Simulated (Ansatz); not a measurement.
Process, species as SMILES: N (NH3) → NH3+ (doublet, bonded as N) + e-
B3LYP-D3(BJ)/def2-TZVP geometries, fixed; electronic energies without zero-point terms.

Basis-set convergence of the adiabatic ionisation energy at wB97M-V with Ansatz (an electronic-structure program). Cartesian d functions, on some or all atoms, in 6-31G*; all else is spherical. The program fits the integrals of some runs and decomposes those of others, by size. Open shells are unrestricted. The functional holds VV10 correlation; no added dispersion term, no relativity. Functions are those of the species that has most. Reference: the value in pcseg-4, 10.179 eV, itself unsure by roughly 0.003 eV (its mean distance from aug-pcseg-3, aug-cc-pVQZ, cc-pV5Z). Deviations are taken from unrounded values.

```
basis            functions  adiabatic ionisation energy (eV)  minus reference (eV)
---------------  ---------  --------------------------------  --------------------
STO-3G                   8                             8.138                -2.040
pcseg-0                 15                             9.544                -0.634
def2-SV(P)              20                             9.867                -0.311
6-31G*                  21                             9.868                -0.311
cc-pVDZ                 29                             9.876                -0.302
def2-TZVP               49                            10.108                -0.071
def2-TZVPD              64                            10.161                -0.018
cc-pVTZ                 72                            10.065                -0.114
def2-TZVPP              73                            10.126                -0.053
jun-cc-pV(T+d)Z         81                            10.173                -0.006
def2-TZVPPD             88                            10.171                -0.008
aug-cc-pVTZ            115                            10.175                -0.004
cc-pVQZ                145                            10.133                -0.045
```
